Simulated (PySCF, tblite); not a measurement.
# C₂H₃−: protonation, part 2 of 2

tblite 0.8.0 and PySCF 2.14.0. Atoms count from 0. Earlier steps stand in the parts before.

## 11. Single point (C2H3−): wavefunction

Geometry: PBE0-D3(BJ)/ma-def2-SVP.

The job: settings as JSON, then the geometry in Å.

```
{"job": {"kind": "sp", "xc": "CCSD(T)", "basis": "ma-def2-TZVP", "grid": 2}, "charge": -1, "multiplicity": 1}
C      0.844225    -0.538051     0.177900
C     -0.403307    -0.009427     0.085412
H      1.544265     0.117044    -0.406392
H     -0.692127     0.916680    -0.473587
H     -1.274880    -0.480044     0.582272
```

Method: wavefunction single point, frozen core, gas phase.

Standard output:

```text
final grid: 38536 points
cycle   1  E = -77.3425000662  dE = -4.029e-04  |g| = 3.408e-01  |ddm| = 1.567e+00
cycle   2  E = -77.3790854581  dE = -3.659e-02  |g| = 2.009e-01  |ddm| = 8.008e-01
cycle   3  E = -77.3902259489  dE = -1.114e-02  |g| = 3.756e-02  |ddm| = 3.396e-01
cycle   4  E = -77.3913021737  dE = -1.076e-03  |g| = 1.329e-02  |ddm| = 1.110e-01
cycle   5  E = -77.3914152799  dE = -1.131e-04  |g| = 5.270e-03  |ddm| = 4.045e-02
cycle   6  E = -77.3914485306  dE = -3.325e-05  |g| = 2.100e-03  |ddm| = 2.836e-02
cycle   7  E = -77.3914529934  dE = -4.463e-06  |g| = 3.455e-04  |ddm| = 1.435e-02
cycle   8  E = -77.3914531540  dE = -1.606e-07  |g| = 1.124e-04  |ddm| = 2.316e-03
cycle   9  E = -77.3914531731  dE = -1.908e-08  |g| = 3.501e-05  |ddm| = 5.672e-04
cycle  10  E = -77.3914531748  dE = -1.718e-09  |g| = 6.473e-06  |ddm| = 4.670e-04
converged SCF energy = -77.3914531748
E(HF, exact integrals) = -77.3914843196
E(MP2) = -77.7271624554
E(CCSD) = -77.7484660756
E(CCSD(T)) = -77.7656586516
T1 diagnostic = 0.0188
```

Wall time 12 s (1 thread of Arm Neoverse V1, shared host); peak memory 0.51 GiB.

## 12. Single point (C2H4): wavefunction

Geometry: PBE0-D3(BJ)/ma-def2-SVP.

The job: settings as JSON, then the geometry in Å.

```
{"job": {"kind": "sp", "xc": "CCSD(T)", "basis": "ma-def2-TZVP", "grid": 2}, "charge": 0, "multiplicity": 1}
C      0.769169    -0.471860    -0.214647
C     -0.443263     0.027979     0.020665
H      1.595724     0.160508    -0.552882
H     -0.662778     1.091437    -0.114803
H     -1.269847    -0.604373     0.358868
H      0.988701    -1.535320    -0.079222
```

With the program's defaults for keys left out, this is: wavefunction single point, frozen core, gas phase.

Standard output:

```text
final grid: 43904 points
cycle   1  E = -78.0431622198  dE =  8.271e-02  |g| = 2.318e-01  |ddm| = 1.472e+00
cycle   2  E = -78.0625680584  dE = -1.941e-02  |g| = 6.023e-02  |ddm| = 1.952e-01
cycle   3  E = -78.0640941711  dE = -1.526e-03  |g| = 1.338e-02  |ddm| = 6.651e-02
cycle   4  E = -78.0641517227  dE = -5.755e-05  |g| = 2.614e-03  |ddm| = 1.145e-02
cycle   5  E = -78.0641554510  dE = -3.728e-06  |g| = 6.653e-04  |ddm| = 2.888e-03
cycle   6  E = -78.0641557870  dE = -3.360e-07  |g| = 1.549e-04  |ddm| = 1.023e-03
cycle   7  E = -78.0641558103  dE = -2.337e-08  |g| = 1.427e-05  |ddm| = 2.933e-04
cycle   8  E = -78.0641558105  dE = -1.542e-10  |g| = 1.944e-06  |ddm| = 3.926e-05
converged SCF energy = -78.0641558105
E(HF, exact integrals) = -78.0641781649
E(MP2) = -78.3887540646
E(CCSD) = -78.4150695249
E(CCSD(T)) = -78.4295157605
T1 diagnostic = 0.0112
```

It took 14 s on 1 thread of Arm Neoverse V1, shared host; peak memory 0.67 GiB.

## 13. Protonation: CCSD(T)/ma-def2-TZVP

This step combines the energies above: geometries from PBE0-D3(BJ)/ma-def2-SVP, zero-point and thermal terms from PBE0-D3(BJ)/ma-def2-SVP.

The job: settings as JSON, then the geometry in Å.

```
{"job": {"kind": "pa", "geom": {"xc": "PBE0", "basis": "ma-def2-SVP", "d3": "d3bj", "grid": 1}, "hess": 1, "level": {"xc": "CCSD(T)", "basis": "ma-def2-TZVP"}}, "charge": -1, "multiplicity": 1}
C      0.844225    -0.538051     0.177900
C     -0.403307    -0.009427     0.085412
H      1.544265     0.117044    -0.406392
H     -0.692127     0.916680    -0.473587
H     -1.274880    -0.480044     0.582272
```

Output (the driver's rows laid out field by field):

```text
protonation site by site, CCSD(T)/ma-def2-TZVP // PBE0-D3(BJ)/ma-def2-SVP

row 1
  formula                 C2H4
  charge                  0
  multiplicity            1
  smiles                  C=C
  kept                    yes
  pieces                  1
  point_group             D2h
  atom                    0
  element                 C
  electronic              1742.96
  enthalpy                1709.24
  free_energy             1674.17
  share_gas               1.0
```

Run time: 26 s. Hardware: 1 thread of Arm Neoverse V1, shared host; peak memory 0.67 GiB.

Energy given off on adding a proton (kJ/mol, gas phase, 298 K for the thermal columns):

```tsv
site	product	electronic	enthalpy	free energy
C0	C=C	1743.0	1709.2	1674.2
```

## 14. Single point (C2H3−): wavefunction

Geometry: PBE0-D3(BJ)/ma-def2-SVP.

The job: settings as JSON, then the geometry in Å.

```
{"job": {"kind": "sp", "xc": "MP2", "basis": "ma-def2-TZVP", "grid": 2}, "charge": -1, "multiplicity": 1}
C      0.844225    -0.538051     0.177900
C     -0.403307    -0.009427     0.085412
H      1.544265     0.117044    -0.406392
H     -0.692127     0.916680    -0.473587
H     -1.274880    -0.480044     0.582272
```

Level: wavefunction single point, frozen core, gas phase.

Standard output:

```text
final grid: 38536 points
cycle   1  E = -77.3425000662  dE = -4.029e-04  |g| = 3.408e-01  |ddm| = 1.567e+00
cycle   2  E = -77.3790854581  dE = -3.659e-02  |g| = 2.009e-01  |ddm| = 8.008e-01
cycle   3  E = -77.3902259489  dE = -1.114e-02  |g| = 3.756e-02  |ddm| = 3.396e-01
cycle   4  E = -77.3913021737  dE = -1.076e-03  |g| = 1.329e-02  |ddm| = 1.110e-01
cycle   5  E = -77.3914152799  dE = -1.131e-04  |g| = 5.270e-03  |ddm| = 4.045e-02
cycle   6  E = -77.3914485306  dE = -3.325e-05  |g| = 2.100e-03  |ddm| = 2.836e-02
cycle   7  E = -77.3914529934  dE = -4.463e-06  |g| = 3.455e-04  |ddm| = 1.435e-02
cycle   8  E = -77.3914531540  dE = -1.606e-07  |g| = 1.124e-04  |ddm| = 2.316e-03
cycle   9  E = -77.3914531731  dE = -1.908e-08  |g| = 3.501e-05  |ddm| = 5.672e-04
cycle  10  E = -77.3914531748  dE = -1.718e-09  |g| = 6.473e-06  |ddm| = 4.670e-04
converged SCF energy = -77.3914531748
E(HF, exact integrals) = -77.3914843196
E(MP2) = -77.7271621715
```

It took 0.89 s on 1 thread of Arm Neoverse V1, shared host.

## 15. Single point (C2H4): wavefunction

Geometry: PBE0-D3(BJ)/ma-def2-SVP.

The job: settings as JSON, then the geometry in Å.

```
{"job": {"kind": "sp", "xc": "MP2", "basis": "ma-def2-TZVP", "grid": 2}, "charge": 0, "multiplicity": 1}
C      0.769169    -0.471860    -0.214647
C     -0.443263     0.027979     0.020665
H      1.595724     0.160508    -0.552882
H     -0.662778     1.091437    -0.114803
H     -1.269847    -0.604373     0.358868
H      0.988701    -1.535320    -0.079222
```

Method: wavefunction single point, frozen core, gas phase.

Standard output:

```text
final grid: 43904 points
cycle   1  E = -78.0431622198  dE =  8.271e-02  |g| = 2.318e-01  |ddm| = 1.472e+00
cycle   2  E = -78.0625680584  dE = -1.941e-02  |g| = 6.023e-02  |ddm| = 1.952e-01
cycle   3  E = -78.0640941711  dE = -1.526e-03  |g| = 1.338e-02  |ddm| = 6.651e-02
cycle   4  E = -78.0641517227  dE = -5.755e-05  |g| = 2.614e-03  |ddm| = 1.145e-02
cycle   5  E = -78.0641554510  dE = -3.728e-06  |g| = 6.653e-04  |ddm| = 2.888e-03
cycle   6  E = -78.0641557870  dE = -3.360e-07  |g| = 1.549e-04  |ddm| = 1.023e-03
cycle   7  E = -78.0641558103  dE = -2.337e-08  |g| = 1.427e-05  |ddm| = 2.933e-04
cycle   8  E = -78.0641558105  dE = -1.542e-10  |g| = 1.944e-06  |ddm| = 3.926e-05
converged SCF energy = -78.0641558105
E(HF, exact integrals) = -78.0641781649
E(MP2) = -78.3887539382
```

It took 1.1 s on 1 thread of Arm Neoverse V1, shared host.

## 16. Protonation: MP2/ma-def2-TZVP

This step combines the energies above: geometries from PBE0-D3(BJ)/ma-def2-SVP, zero-point and thermal terms from PBE0-D3(BJ)/ma-def2-SVP.

The job: settings as JSON, then the geometry in Å.

```
{"job": {"kind": "pa", "geom": {"xc": "PBE0", "basis": "ma-def2-SVP", "d3": "d3bj", "grid": 1}, "hess": 1, "level": {"xc": "MP2", "basis": "ma-def2-TZVP"}}, "charge": -1, "multiplicity": 1}
C      0.844225    -0.538051     0.177900
C     -0.403307    -0.009427     0.085412
H      1.544265     0.117044    -0.406392
H     -0.692127     0.916680    -0.473587
H     -1.274880    -0.480044     0.582272
```

Output (the driver's rows laid out field by field):

```text
protonation site by site, MP2/ma-def2-TZVP // PBE0-D3(BJ)/ma-def2-SVP

row 1
  formula                 C2H4
  charge                  0
  multiplicity            1
  smiles                  C=C
  kept                    yes
  pieces                  1
  point_group             D2h
  atom                    0
  element                 C
  electronic              1737.01
  enthalpy                1703.29
  free_energy             1668.22
  share_gas               1.0
```

Run time: 2.1 s. Hardware: 1 thread of Arm Neoverse V1, shared host.

Energy given off on adding a proton (kJ/mol, gas phase, 298 K for the thermal columns):

```tsv
site	product	electronic	enthalpy	free energy
C0	C=C	1737.0	1703.3	1668.2
```

## 17. Single point (C₂H₃−): HF/ma-def2-TZVP

Geometry: PBE0-D3(BJ)/ma-def2-SVP.

The job: settings as JSON, then the geometry in Å.

```
{"job": {"kind": "sp", "xc": "HF", "basis": "ma-def2-TZVP", "grid": 2}, "charge": -1, "multiplicity": 1}
C      0.844225    -0.538051     0.177900
C     -0.403307    -0.009427     0.085412
H      1.544265     0.117044    -0.406392
H     -0.692127     0.916680    -0.473587
H     -1.274880    -0.480044     0.582272
```

Standard output:

```text
final grid: 38536 points
cycle   1  E = -77.3425000662  dE = -4.029e-04  |g| = 3.408e-01  |ddm| = 1.567e+00
cycle   2  E = -77.3790854581  dE = -3.659e-02  |g| = 2.009e-01  |ddm| = 8.008e-01
cycle   3  E = -77.3902259489  dE = -1.114e-02  |g| = 3.756e-02  |ddm| = 3.396e-01
cycle   4  E = -77.3913021737  dE = -1.076e-03  |g| = 1.329e-02  |ddm| = 1.110e-01
cycle   5  E = -77.3914152799  dE = -1.131e-04  |g| = 5.270e-03  |ddm| = 4.045e-02
cycle   6  E = -77.3914485306  dE = -3.325e-05  |g| = 2.100e-03  |ddm| = 2.836e-02
cycle   7  E = -77.3914529934  dE = -4.463e-06  |g| = 3.455e-04  |ddm| = 1.435e-02
cycle   8  E = -77.3914531540  dE = -1.606e-07  |g| = 1.124e-04  |ddm| = 2.316e-03
cycle   9  E = -77.3914531731  dE = -1.908e-08  |g| = 3.501e-05  |ddm| = 5.672e-04
cycle  10  E = -77.3914531748  dE = -1.718e-09  |g| = 6.473e-06  |ddm| = 4.670e-04
converged SCF energy = -77.3914531748
```

It took 0.25 s on 1 thread of Arm Neoverse V1, shared host.

## 18. Single point (C2H4): HF/ma-def2-TZVP

Geometry: PBE0-D3(BJ)/ma-def2-SVP.

The job: settings as JSON, then the geometry in Å.

```
{"job": {"kind": "sp", "xc": "HF", "basis": "ma-def2-TZVP", "grid": 2}, "charge": 0, "multiplicity": 1}
C      0.769169    -0.471860    -0.214647
C     -0.443263     0.027979     0.020665
H      1.595724     0.160508    -0.552882
H     -0.662778     1.091437    -0.114803
H     -1.269847    -0.604373     0.358868
H      0.988701    -1.535320    -0.079222
```

Standard output:

```text
final grid: 43904 points
cycle   1  E = -78.0431622198  dE =  8.271e-02  |g| = 2.318e-01  |ddm| = 1.472e+00
cycle   2  E = -78.0625680584  dE = -1.941e-02  |g| = 6.023e-02  |ddm| = 1.952e-01
cycle   3  E = -78.0640941711  dE = -1.526e-03  |g| = 1.338e-02  |ddm| = 6.651e-02
cycle   4  E = -78.0641517227  dE = -5.755e-05  |g| = 2.614e-03  |ddm| = 1.145e-02
cycle   5  E = -78.0641554510  dE = -3.728e-06  |g| = 6.653e-04  |ddm| = 2.888e-03
cycle   6  E = -78.0641557870  dE = -3.360e-07  |g| = 1.549e-04  |ddm| = 1.023e-03
cycle   7  E = -78.0641558103  dE = -2.337e-08  |g| = 1.427e-05  |ddm| = 2.933e-04
cycle   8  E = -78.0641558105  dE = -1.542e-10  |g| = 1.944e-06  |ddm| = 3.926e-05
converged SCF energy = -78.0641558105
```

It took 0.25 s on 1 thread of Arm Neoverse V1, shared host.

## 19. Protonation: HF/ma-def2-TZVP

This step combines the energies above: geometries from PBE0-D3(BJ)/ma-def2-SVP, zero-point and thermal terms from PBE0-D3(BJ)/ma-def2-SVP.

The job: settings as JSON, then the geometry in Å.

```
{"job": {"kind": "pa", "geom": {"xc": "PBE0", "basis": "ma-def2-SVP", "d3": "d3bj", "grid": 1}, "hess": 1, "level": {"xc": "HF", "basis": "ma-def2-TZVP"}}, "charge": -1, "multiplicity": 1}
C      0.844225    -0.538051     0.177900
C     -0.403307    -0.009427     0.085412
H      1.544265     0.117044    -0.406392
H     -0.692127     0.916680    -0.473587
H     -1.274880    -0.480044     0.582272
```

Output (the driver's rows laid out field by field):

```text
protonation site by site, HF/ma-def2-TZVP // PBE0-D3(BJ)/ma-def2-SVP

row 1
  formula                 C2H4
  charge                  0
  multiplicity            1
  smiles                  C=C
  kept                    yes
  pieces                  1
  point_group             D2h
  atom                    0
  element                 C
  electronic              1766.18
  enthalpy                1732.47
  free_energy             1697.39
  share_gas               1.0
```

Run time: 0.59 s. Hardware: 1 thread of Arm Neoverse V1, shared host.

Energy given off on adding a proton (kJ/mol, gas phase, 298 K for the thermal columns):

```tsv
site	product	electronic	enthalpy	free energy
C0	C=C	1766.2	1732.5	1697.4
```

## 20. Outcome

The summary covers parts 1 to 2.

| quantity | value |
| --- | --- |
| strongest single infrared mode (GFN2-xTB) | 2322 cm⁻¹, 1028 km/mol |
| zero-point energy (GFN2-xTB) | 20.4 kcal/mol |
| point group | Cs |
| rotational constants (main isotopes) | 185.85, 32.47, 27.64 GHz |
| proton affinity (−ΔH), C0 (wB97X-D3(BJ)/ma-def2-TZVP) | 1717.5 kJ/mol |
| proton affinity (−ΔH), C0 (CCSD(T)/ma-def2-TZVP) | 1709.2 kJ/mol |
| proton affinity (−ΔH), C0 (MP2/ma-def2-TZVP) | 1703.3 kJ/mol |
| proton affinity (−ΔH), C0 (HF/ma-def2-TZVP) | 1732.5 kJ/mol |

What this shows: No mode is imaginary among the 9: a minimum at this level. The strongest single mode, at 2322 cm⁻¹, moves mainly H3 and H2. Unscaled tight-binding wavenumbers are off by several per cent, some by more. Its intensities can rank the bands wrongly. Over 6 steps the energy fell by 0.053 eV; of the close pairs, C0–H2 changed most, 1.160 to 1.123 Å (PBE0/ma-def2-SVP). The proton affinity (−ΔH) at C0 is 1717.5 kJ/mol at wB97X-D3(BJ)/ma-def2-TZVP; zero-point and thermal terms move it by -33.8 kJ/mol from the electronic value.
